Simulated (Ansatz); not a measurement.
**Other spins and charges of Ge–CH2, triplet at one geometry**

Geometry (PBE0/def2-TZVP stationary point for this spin, not checked as a minimum):

```xyz
4

Ge    0.0000    0.0000    0.3308
C     0.0000    0.0000   -1.6265
H     0.0000    0.9089   -2.2295
H     0.0000   -0.9089   -2.2295
```

Basis cc-pVDZ; Ansatz 0.2.0. Correlated methods freeze the noble-gas cores and the filled d shells of p-block atoms. R marks a restricted (for open shells ROHF) determinant. Active spaces: valence = (10e, 10o) chosen from the atoms' valence shells. No spin–orbit coupling is included, and no scalar relativity.

Gaps are energies of the second state less the first, at fixed atoms, for a selection of the levels run; each method lands on the state that its own search finds for that charge and spin.

Unrestricted Kohn–Sham rows aren't spin-pure: their determinants' ⟨S²⟩ exceeds S(S+1) by up to 0.30, so they mix in states of higher spin. For open shells CISD is restricted-active-space CI with the open shells as a complete middle space. A value is left out where its run failed or describes another state than the reference as far as symmetry and spin tell, or, spin-broken singlets apart, can't be checked.

Removing an electron, to the doublet: 6.818 eV at RCCSDTQ.

```json
{"level": "RMP2", "gap (eV)": "6.816", "error (meV)": "-2"}
{"level": "RCCSD(T)", "gap (eV)": "6.819", "error (meV)": "1"}
{"level": "BCCD(T)", "gap (eV)": "6.819", "error (meV)": "1"}
{"level": "RCCSDT", "gap (eV)": "6.819", "error (meV)": "1"}
{"level": "RCCSDT(Q)", "gap (eV)": "6.818", "error (meV)": "0"}
{"level": "NEVPT2 (valence space)", "gap (eV)": "6.664", "error (meV)": "-154"}
{"level": "MRCISD (valence space)", "gap (eV)": "6.746", "error (meV)": "-72"}
{"level": "PBE", "gap (eV)": "6.975", "error (meV)": "157"}
{"level": "B3LYP", "gap (eV)": "7.017", "error (meV)": "199"}
{"level": "wB97M-V", "gap (eV)": "6.943", "error (meV)": "125"}
```

PBE gives 9.635 eV for removing an electron, to the quartet. Estimate what RCCSDTQ gives in cc-pVDZ.

RCCSDTQ in cc-pVDZ gives 9.335 eV, so against it PBE is off by 0.300 eV.

```
                   level  gap (eV)  error (meV)
                     RHF     8.615         -720
                    RMP2     9.223         -112
                    CISD     9.188         -147
                   RCCSD     9.337            2
                RCCSD(T)     9.337            2
                 BCCD(T)     9.339            4
                  RCCSDT     9.335            0
               RCCSDT(Q)     9.335            0
  CASSCF (valence space)     8.482         -853
  NEVPT2 (valence space)     9.154         -181
  MRCISD (valence space)     9.260          -75
MRCISD+Q (valence space)     9.355           20
                  r2SCAN     9.651          316
                    PBE0     9.646          311
                   B3LYP     9.785          450
                 wB97M-V     9.687          352
                  B2PLYP     9.570          235
                 RPA-PBE     9.554          219
```

PBE gives -1.124 eV for singlet less triplet. Estimate what RCCSDTQ gives in cc-pVDZ.

RCCSDTQ in cc-pVDZ gives -1.195 eV, so against it PBE is off by 0.071 eV.

Large singles or doubles amplitudes warn of static correlation in the Ge–CH2 singlet.

```json
{"level": "CISD", "gap (eV)": "-0.811", "error (meV)": "384", "⟨S²⟩ where 0.1 over S(S+1) (first / second)": "– / –"}
{"level": "RCCSD(T)", "gap (eV)": "-1.177", "error (meV)": "18", "⟨S²⟩ where 0.1 over S(S+1) (first / second)": "– / –"}
{"level": "CASSCF (valence space)", "gap (eV)": "-1.317", "error (meV)": "-122", "⟨S²⟩ where 0.1 over S(S+1) (first / second)": "– / –"}
{"level": "MRCISD (valence space)", "gap (eV)": "-1.195", "error (meV)": "0", "⟨S²⟩ where 0.1 over S(S+1) (first / second)": "– / –"}
{"level": "MRCISD+Q (valence space)", "gap (eV)": "-1.174", "error (meV)": "21", "⟨S²⟩ where 0.1 over S(S+1) (first / second)": "– / –"}
{"level": "r2SCAN", "gap (eV)": "-0.848", "error (meV)": "347", "⟨S²⟩ where 0.1 over S(S+1) (first / second)": "– / –"}
{"level": "PBE0", "gap (eV)": "-0.874", "error (meV)": "321", "⟨S²⟩ where 0.1 over S(S+1) (first / second)": "– / –"}
{"level": "B3LYP", "gap (eV)": "-1.007", "error (meV)": "188", "⟨S²⟩ where 0.1 over S(S+1) (first / second)": "– / –"}
{"level": "B2PLYP", "gap (eV)": "-0.924", "error (meV)": "271", "⟨S²⟩ where 0.1 over S(S+1) (first / second)": "– / 0.30"}
```

Quintet less triplet: 2.595 eV at RCCSDTQ.

| level | gap (eV) | error (meV) |
| --- | --- | --- |
| RHF | 1.895 | -700 |
| RMP2 | 2.460 | -135 |
| CISD | 2.422 | -173 |
| RCCSD | 2.566 | -29 |
| RCCSD(T) | 2.589 | -6 |
| BCCD(T) | 2.590 | -5 |
| RCCSDT | 2.593 | -2 |
| RCCSDT(Q) | 2.595 | 0 |
| CASSCF (valence space) | 2.335 | -260 |
| NEVPT2 (valence space) | 2.546 | -49 |
| MRCISD (valence space) | 2.579 | -16 |
| MRCISD+Q (valence space) | 2.615 | 20 |
| PBE | 2.935 | 340 |
| r2SCAN | 2.669 | 74 |
| PBE0 | 2.782 | 187 |
| B3LYP | 3.088 | 493 |
| wB97M-V | 2.984 | 389 |
| B2PLYP | 2.911 | 316 |
| RPA-PBE | 2.838 | 243 |

In so small a basis the reference is far from its limit while semilocal and hybrid functionals are nearer theirs (RPA and double hybrids share much of the reference's basis error), so the functionals' errors here hold much of the reference's basis and frozen-core error, which can add to them or hide them.

Full CI isn't at hand for all of this; RCCSDTQ serves as the reference, and is uncertain by about the last step of the cluster series.
